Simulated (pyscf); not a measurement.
Thermochemistry of product channels of `[O]=[Ta](=[O])[Cl]` + `[H][H]` on the singlet surface, in kJ/mol, from ωB97M-D3(BJ)/def2-TZVP energies (ideal gas, 1 atm, RRHO with modes under 100 cm⁻¹ raised to 100, one conformer, R ln 2 for chiral ones without a mode under 150 cm⁻¹). Single points on ωB97X-D3(BJ)/def2-SVP structures (PySCF, gas phase).

| products | ΔE | ΔH(298 K) | ΔG(900 K) | ΔG(1200 K) |
|---|---|---|---|---|
| `[OH][Ta]([OH])[Cl]` [singlet] | -95.4 | -73.4 | +15.2 | +43.5 |
| `[O]=[TaH]=[O]` + `[ClH]` | +144.4 | +147.2 | +132.7 | +129.6 |
| `[O]=[TaH]([OH])[Cl]` | -230.9 | -216.7 | -112.4 | -78.3 |

The channel to HO–Ta(OH)–Cl [singlet] turns unfavourable between 298 and 1200 K (ΔG from -43.5 kJ/mol to +43.5 kJ/mol).

These are energies of the channels, which say nothing of barriers. The other spin state of HO–Ta(OH)–Cl [singlet] is not in these data. Elements past Kr carry the def2 core potentials, without spin-orbit coupling.
